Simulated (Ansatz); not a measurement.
Basis-set extrapolation for CH3O2S (`C[S](=O)=O`) radical (PBE0-D4/def2-TZVP geometry, frozen core, Ansatz). Multiplicity 2, UHF reference.

|  | def2-TZVPP | def2-QZVPP |
| --- | --- | --- |
| HF | -586.902003 | -586.924943 |
| MP2 correlation | -0.820335 | -0.886696 |
| CCSD(T) correlation | -0.873396 | not run |

Energies in hartree. Use E(X) = E(∞) + A·exp(−7.88·√X) for Hartree–Fock and E(X) = E(∞) + B·X^(−2.97) for correlation, with X = 3 and 4, and add CCSD(T) minus MP2 of the smaller set to the MP2 limit.

What is the CCSD(T) energy at the basis-set limit?

HF limit: -586.924943 + (-0.022940) × 0.13774 = -586.92810. MP2 limit: -0.886696 + (-0.066361) × 0.74074 = -0.93585. Higher-order term: -0.873396 − (-0.820335) = -0.05306. Total: -587.91701 hartree, 371.8 kJ/mol below CCSD(T)/def2-TZVPP.
